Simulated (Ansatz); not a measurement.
Relaxing Sb₃Pt

All numbers below come from Ansatz 0.2.0, DFT r2SCAN, scalar-relativistic, plane waves, PAW. Cutoff 500 eV, Γ-centred k mesh, Gaussian smearing, no spin polarisation in the final step.

The start puts Sb₃Pt on the Cu3Au (L1_2) structure type (Pm-3m, No. 221), with Pt in place of Au, Sb in place of Cu, at a guessed volume.

```
CELL_PARAMETERS angstrom
4.58789 0.00000 0.00000
0.00000 4.58789 0.00000
0.00000 0.00000 4.58789
ATOMIC_POSITIONS crystal
Sb 0.00000 0.50000 0.50000
Sb 0.50000 0.00000 0.50000
Sb 0.50000 0.50000 0.00000
Pt 0.00000 0.00000 0.00000
```

Cell and atoms relax at zero pressure; the relaxation can't lower the symmetry of the start.

Formation energies are uncorrected and refer to the elements' standard structures at the same level.

**Question.** What does it relax into?

**Answer.** It keeps Pm-3m (No. 221). The result has the Cu3Au (L1_2) structure. Conventional cell: a = 4.528 Å. Sb has 4 Pt at 3.20 Å and 8 Sb at 3.20 Å; Pt has 12 Sb at 3.20 Å.

```
Sb Pt
1.0
     4.52835    0.00000    0.00000
     0.00000    4.52835    0.00000
     0.00000    0.00000    4.52835
Sb Pt
3 1
Direct
  0.00000 0.50000 0.50000
  0.50000 0.00000 0.50000
  0.50000 0.50000 0.00000
  0.00000 0.00000 0.00000
```

**Question.** What are its volume, energy, density and gap?

**Answer.** The volume per atom is 23.21 Å³. The density is 10.02 g/cm³. The energy over the elements is 0.39 eV/atom and the gap on the 10×10×10 mesh is 0 eV (a metal).

The final run used a 10×10×10 mesh on its 4-atom cell and 0.10 eV smearing. The k mesh leaves about 4 meV/atom of noise in metals. Spin–orbit coupling is left out. Symmetry constrained the relaxation, so the result can be a saddle point. The steps took about 2.7 core-minutes in all.